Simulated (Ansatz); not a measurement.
Results of PBEsol (Ansatz, a first-principles code, PAW) for fcc Cu.

Settings: plane-wave cutoff 520 eV, 18×18×18 k mesh, Fermi–Dirac smearing 0.1 eV, perturbation theory, force constants from a 6×6×6 q mesh, no spin polarisation, scalar-relativistic PAW data made under PBE.

Question: Estimate the zero-point energy that the calculation returns.

Answer: 
- zero-point energy: 0.033 eV/atom

Cost on a shared machine: about 15 core-minutes (a rough figure).
